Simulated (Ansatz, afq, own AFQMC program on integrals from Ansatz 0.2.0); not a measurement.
# CHB, triplet: AFQMC among the cluster methods

```json
{"atom": "B", "x (Å)": "0.0000", "y (Å)": "0.0000", "z (Å)": "0.0957"}
{"atom": "C", "x (Å)": "0.0000", "y (Å)": "0.0000", "z (Å)": "-1.3685"}
{"atom": "H", "x (Å)": "0.0000", "y (Å)": "0.0000", "z (Å)": "1.2728"}
```

Connectivity, by distances: BH–C.

Basis cc-pVDZ. Noble-gas cores (and the filled d shells of Ga–Kr and In–Xe) are frozen. Integrals, coupled cluster, full CI and functionals: Ansatz 0.2.0; the random walks run on the same integrals in our own AFQMC program. The CISD trial takes its coefficients from CCSD amplitudes. Released means that phaseless walkers are propagated on without the constraint, phases kept. Free projection: walkers drawn from exp(T), propagated without any constraint. Its projection time is finite, and what remains of the start isn't in its error. Uncertainties: one standard error, sampling alone.

Determinant: ROHF, the one that the program's search chose, which needn't be the lowest solution. The geometry is a PBE0/def2-TZVP stationary point of this or a neighbouring charge and spin state.

No full CI on the walks' own integrals is used here; CCSDT(Q) serves as the reference and is uncertain by about the last step of the cluster series.

```
T1 diagnostic                               : 0.0187
weight of the determinant in the CISD state : 0.903
size of the correlated space                : 8 electrons in 31 orbitals
```

```
  level  correlation energy (eV)
    MP2                  -4.0323
   CCSD                  -4.8671
CCSD(T)                  -5.0245
```

(1) Estimate where free-projection AFQMC lies against CCSD(T) on the same integrals.

(1) 1.12 ± 0.68 mEh below CCSD(T). The gap is under twice the noise, so this walk alone can't tell the two apart.

Reference: CCSDT(Q), correlation energy -5.070 eV. The released energy is read at 2.40 1/Eh (meV from the phaseless value at times in 1/Eh: -8 ± 12 at 0.24, -23 ± 11 at 0.51, -41 ± 11 at 0.99, -40 ± 11 at 1.62, -28 ± 12 at 2.40).

| level | E − E(reference) (mEh) | share of correlation (%) |
| --- | --- | --- |
| CCSD(T) | 1.66 | 99.11 |
| CCSDT | 0.39 | 99.79 |
| ph-AFQMC/HF | 3.70 ± 2.05 | 98.01 |
| ph-AFQMC/CISD | 1.72 ± 0.33 | 99.08 |
| released AFQMC | 0.68 ± 0.44 | 99.64 |
| free AFQMC | 0.54 ± 0.68 | 99.71 |

Free projections are given only where their last times agree within the noise and don't stop above the reference; a slow remainder of the start can still hide under it. A walk keeps the symmetry of its determinant, which the program's search chose and which needn't be the lowest solution, so a lower state of the same spin and another symmetry isn't excluded. Released energies are given only where the last usable release times agree within the noise; a slower fall can still hide under it.
